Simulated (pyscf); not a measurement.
Single points on ωB97X-D3(BJ)/def2-SVP structures (PySCF, gas phase).

SMILES: C=COC(C)C=C
```xyz
17

C     -2.1750    -0.5083     1.6849
C     -2.4242    -0.0061     0.4704
O     -1.5860     0.6492    -0.3631
C     -0.2484     0.8958     0.0603
C      0.3037     1.9565    -0.8843
C      0.5783    -0.3675     0.0134
C      1.4793    -0.7144     0.9313
H     -1.1949    -0.4771     2.1623
H     -2.9908    -0.9949     2.2233
H     -3.4171    -0.0825     0.0138
H     -0.2630     1.2911     1.0935
H      1.3271     2.2319    -0.5903
H     -0.3348     2.8523    -0.8590
H      0.3245     1.5728    -1.9160
H      0.4227    -0.9862    -0.8798
H      2.0914    -1.6145     0.8233
H      1.6395    -0.1080     1.8308
```
Charge 0, spin multiplicity 1.

### Question
How much does it cost (ΔH, 298 K, ωB97M-D3(BJ)/def2-TZVP) to split `[CH2]=[CH][O][CH]([CH3])[CH]=[CH2]` at its C–O bond into •H₂C–CH=O + H₂C=CH–CH•–CH₃?

### Answer
C–O to •H₂C–CH=O + H₂C=CH–CH•–CH₃: 204.8 kJ/mol. The 7 functionals that were run give +161.1 (r²SCAN) to +221.8 kJ/mol (M06-2X). The radicals are drawn with the spin at the cut bond; how far it spreads was not checked. H₂C=CH–O–CH(CH₃)–CH=CH₂ lies 113.9 kJ/mol over its isomer cyclic C₆H₁₀O (SMILES OC1CC=CCC1), and others may lie lower still (electronic energy, ωB97M-D3(BJ)). •H₂C–CH=O lies 28.1 kJ/mol over its isomer H₃C–C•=O, and others may lie lower still (electronic energy, ωB97M-D3(BJ)). Other isomers of H₂C=CH–CH•–CH₃ were not searched in full and may lie lower.
